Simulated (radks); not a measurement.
# S²⁻ held by a Watson sphere

The task here is to estimate one member of a computed series from the others.

Program: radks (a radial shooting solver on a logarithmic mesh, Libxc functionals) version 1. Level of theory: scalar-relativistic Kohn-Sham, r2SCAN, spin-polarised, spherical densities, finite nucleus. These are calculated values, not measurements, unless marked.

## The atom as given

| Property | Result |
| --- | --- |
| element | sulfur (Z = 16) |
| charge | -2 |
| electrons | 18 |
| configuration | [Ar] |
| nuclear rms radius | 3.2611 fm |

Outer shells as boxes (Hund's rule):

S²⁻
```
[Ne] core
3s [↑↓]
3p [↑↓][↑↓][↑↓]
```

The first run:

Settings of this run:

```text
Z 16
configuration [Ar]
relativity scalar-relativistic
functional r2scan,r2scan
spin polarised
nucleus finite rms 3.2611 fm
c 137.035999084
watson charge 2 radius 2.4 bohr
```

Steps of the session up to this table: R = 2.4 bohr; R = 2.78 bohr; R = 2.95 bohr; R = 3.31 bohr; R = 4.13 bohr; R = 4.46 bohr.

One table of the session follows, with a row left open; its other results are not shown here.

```
R (bohr)  highest level (eV)  its <r> (bohr)  sum of <r²> (bohr²)
     2.4              -7.935           2.162                42.68
    2.78              -7.100           2.252                46.06
    2.95              -6.739           2.289                47.51
    3.31              -6.015           2.363                50.49
    4.13                   ?               ?                    ?
    4.46              -4.142           2.555                59.27
```

**Question.** Estimate the row for R (bohr) = 4.13.

Worked estimate for «highest level (eV)». A straight line through the neighbours (3.31, -6.015) and (4.46, -4.142) gives -6.015 + (-4.142 + 6.015) × (4.13 − 3.31) / (4.46 − 3.31) = -4.679; a parabola fitted to 3 rows on both sides gives -4.611.

**Answer.** highest level (eV): -4.611; its <r> (bohr): 2.505; sum of <r²> (bohr²): 56.82. In «highest level (eV)» the line misses by -0.068 and the parabola by 0.000.

What this shows: From R = 2.4 to 4.46 bohr the top level moves from -7.935 to -4.142 eV and its mean radius from 2.16 to 2.55 bohr. A wider sphere makes a shallower well, so the ion swells.
